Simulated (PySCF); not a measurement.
# One shape, several levels: [NH4]+ (ammonium)

Wanted: a comparison of 6 runs (M06-2X/STO-3G, UPBE0/STO-3G, wB97X-V/STO-3G, UMP2/STO-3G, NEVPT2(2,2)/STO-3G, NEVPT2(8,8)/STO-3G) of [NH4]+ (ammonium). Input form: a Python script.

Program for the calculation: PySCF 2.14.0.

## (1) The system as given

[NH4]+: 5 atoms, total charge +1, spin state singlet. SMILES: `[NH4+]`. The N1–H4 distance was set to 1.544 Å, away from the relaxed value. At this shape a bond of the SMILES string is far longer than usual.

Bond lengths: N1–H2 1.030 Å, N1–H3 1.029 Å, N1–H5 1.030 Å. Angles: H2–N1–H3 109.5°, H2–N1–H5 109.5°, H3–N1–H5 109.4°.

## (2) The energy at M06-2X/STO-3G (run 1)

The input, job.py:

```python
from pyscf import gto, dft

mol = gto.M(
    atom=[
    ('N', (-0.011920, 0.318758, 0.404105)),
    ('H', (0.443870, -0.132012, 1.209765)),
    ('H', (-0.989900, 0.536248, 0.640665)),
    ('H', (0.024080, -0.637350, -0.808220)),
    ('H', (0.485880, 1.189188, 0.170145)),
],
    basis='sto-3g',
    verbose=3,
    charge=1,
    max_memory=1860,
)

calc0 = dft.RKS(mol, xc='m06-2x')
calc0.conv_tol = 1e-10
calc0.grids.level = 5
calc0.kernel()
if not calc0.converged:
    calc0 = calc0.newton().run(calc0.mo_coeff, calc0.mo_occ)

e_final = calc0.e_tot
print('E(%s) = %.9f' % ('M06-2X', e_final))
```

Command:

```sh
$ OMP_NUM_THREADS=1 python job.py
```

The program printed:

```text
converged SCF energy = -56.0964514559052
E(M06-2X) = -56.096451456
```

It took 1.4 s on 1 thread of Arm Neoverse V2, shared host; peak memory 0.16 GiB.

## (3) The energy at UPBE0/STO-3G (run 2)

The input, run.py:

```python
from pyscf import gto, dft

mol = gto.M(
    atom=[
    ('N', (-0.011920, 0.318758, 0.404105)),
    ('H', (0.443870, -0.132012, 1.209765)),
    ('H', (-0.989900, 0.536248, 0.640665)),
    ('H', (0.024080, -0.637350, -0.808220)),
    ('H', (0.485880, 1.189188, 0.170145)),
],
    basis='sto-3g',
    charge=1,
    spin=0,
    verbose=3,
    max_memory=1860,
)

myscf = dft.UKS(mol, xc='pbe0')
myscf.conv_tol = 1e-10
myscf.grids.level = 5
myscf.kernel()
if not myscf.converged:
    myscf = myscf.newton().run(myscf.mo_coeff, myscf.mo_occ)
for _ in range(3):
    mo, _, stable, _ = myscf.stability(return_status=True)
    if stable:
        break
    myscf.kernel(myscf.make_rdm1(mo, myscf.mo_occ))

e_final = myscf.e_tot
print('Final energy', e_final)
```

Command:

```sh
$ OMP_NUM_THREADS=1 python run.py
```

The program printed:

```text
converged SCF energy = -56.0513461538031  <S^2> = 1.8651747e-14  2S+1 = 1
<class 'pyscf.dft.uks.UKS'> wavefunction is stable in the internal stability analysis
Final energy -56.05134615380308
```

Run time: 3.3 s. Hardware: 1 thread of Arm Neoverse V2, shared host; peak memory 0.31 GiB.

Runs 3 to 5 aren't shown in full; the table further down has their settings and results.

## (4) A single-point energy at NEVPT2(8,8)/STO-3G (run 6)

The input, run.py:

```python
import numpy
from pyscf import gto, scf, mp, mcscf, mrpt

mol = gto.Mole()
mol.atom = [
    ('N', (-0.011920, 0.318758, 0.404105)),
    ('H', (0.443870, -0.132012, 1.209765)),
    ('H', (-0.989900, 0.536248, 0.640665)),
    ('H', (0.024080, -0.637350, -0.808220)),
    ('H', (0.485880, 1.189188, 0.170145)),
]
mol.charge = 1
mol.verbose = 3
mol.max_memory = 1860
mol.basis = 'sto-3g'
mol.spin = 0
mol.build()

myscf = mol.RHF()
myscf.conv_tol = 1e-10
myscf.kernel()
if not myscf.converged:
    myscf = myscf.newton().run(myscf.mo_coeff, myscf.mo_occ)

pt = mp.MP2(scf.addons.convert_to_uhf(myscf)).run()
noons, natorbs = mcscf.addons.make_natural_orbitals(pt)
print('natural occupations', numpy.round(noons[:40], 4))
cas = mcscf.CASSCF(myscf, 8, 8)
cas.fix_spin_(ss=0.0)
cas.natorb = True
cas.kernel(natorbs)
e_pt2 = mrpt.NEVPT(cas).kernel()
energy = cas.e_tot + e_pt2
print('E = %.10f Eh' % energy)
```

Command:

```sh
$ OMP_NUM_THREADS=1 python run.py
```

The program printed:

```text
converged SCF energy = -55.754234623624
E(UMP2) = -55.8339410327567  E_corr = -0.0797064091326654
E(SCS-UMP2) = -55.8431720562925  E_corr = -0.0889374326684713
natural occupations [2.     1.9913 1.9859 1.9859 1.9633 0.036  0.0135 0.0135 0.0107]
CASSCF energy = -55.8618259247302
CASCI E = -55.8618259247302  E(CI) = -22.7463413199248  S^2 = 0.0000000
Sr    (-1)',   E = -0.00000000000000
Si    (+1)',   E = -0.00014240945516
Sijrs (0)  ,   E = 0.00000000000000
Sijr  (+1) ,   E = -0.00000000000000
Srsi  (-1) ,   E = -0.00000000000000
Srs   (-2) ,   E = 0.00000000000000
Sij   (+2) ,   E = -0.00005256999743
Sir   (0)' ,   E = -0.00000000000000
Nevpt2 Energy = -0.000194979452590
E = -55.8620209042 Eh
```

It took 1.6 s on 1 thread of Arm Neoverse V2, shared host; peak memory 0.13 GiB.

## (5) The series

| run | level | follow instability | nlc grid | energy (Eh) | HOMO energy (eV) | LUMO energy (eV) | HOMO–LUMO gap (eV) | wall time |
| --- | --- | --- | --- | --- | --- | --- | --- | --- |
| 1 | M06-2X/STO-3G | – | – | -56.096451 | -20.26 | -5.83 | 14.43 | 1.4 s |
| 2 | UPBE0/STO-3G | yes | – | -56.051346 | -18.96 | -7.20 | 11.76 | 3.3 s |
| 3 | wB97X-V/STO-3G | – | 1 | -56.097841 | -21.53 | -4.66 | 16.86 | 6.9 s |
| 4 | UMP2/STO-3G | yes | – | -55.833698 | -22.35 | -2.22 | 20.13 | 0.52 s |
| 5 | NEVPT2(2,2)/STO-3G | – | – | -55.845991 | -22.35 | -2.22 | 20.13 | 0.56 s |
| 6 | NEVPT2(8,8)/STO-3G | – | – | -55.862021 | -22.35 | -2.22 | 20.13 | 1.6 s |

## (6) What came out

```
                                    quantity         value
                         run 6: total energy  -55.86202 Eh
  run 6: HOMO energy (Hartree–Fock orbitals)     -22.35 eV
  run 6: LUMO energy (Hartree–Fock orbitals)      -2.22 eV
run 6: HOMO–LUMO gap (Hartree–Fock orbitals)      20.13 eV
```

**Reading.** Over runs 1, 2, 3 the HOMO–LUMO gap runs from 11.76 eV (UPBE0/STO-3G) to 16.86 eV (wB97X-V/STO-3G). Totals of different functionals can't be ranked against each other. In runs 1, 2, 3, 4, 5, 6 the basis is minimal, so the values are rough. All runs together took 14 s, the longest 6.9 s.
